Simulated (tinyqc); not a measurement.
The basis set: RHF and MP2 along a ladder of basis sets, for H2O, spin multiplicity 1. Computed by the program tinyqc with PySCF. Same geometry throughout; the dipole is taken about the origin.

Geometry (angstrom):
```
atom,x,y,z
O,0.0000,0.0000,0.0000
H,0.0000,0.8000,0.4770
H,0.0000,-0.8000,0.4770
```

RHF and frozen-core MP2 in a ladder of bases:
```
basis,functions,E(RHF) (hartree),E(MP2 corr) (hartree),HOMO (eV),LUMO (eV),dipole (debye)
sto-3g,7,-74.94660,-0.03173,-10.353,16.355,1.648
3-21g,13,-75.58125,-0.11805,-12.856,7.421,2.194
6-31g,13,-75.98376,-0.12485,-13.500,5.777,2.354
6-31g**,24,-76.01926,-0.19205,-13.411,6.053,1.901
cc-pvdz,24,-76.02214,-0.19896,-13.334,5.225,1.801
aug-cc-pvdz,41,-76.03798,-0.21675,-13.816,1.003,1.738
cc-pvtz,58,-76.05402,-0.25889,-13.661,3.991,1.767
```

What does the comparison show, and why?

From cc-pVDZ to cc-pVTZ the RHF energy falls by 31.9 mhartree and the correlation energy by 59.9. If valence correlation converges as X^-3, (27 E(T) - 8 E(D))/19 gives -0.2841 hartree, a rough estimate from such small X that usually falls short; STO-3G holds about 11 % of it. Beyond STO-3G the LUMO moves by 6.4 eV and the HOMO by 1.0 eV; diffuse functions lower the positive LUMO sharply, since an unbound virtual level tracks the most diffuse function.
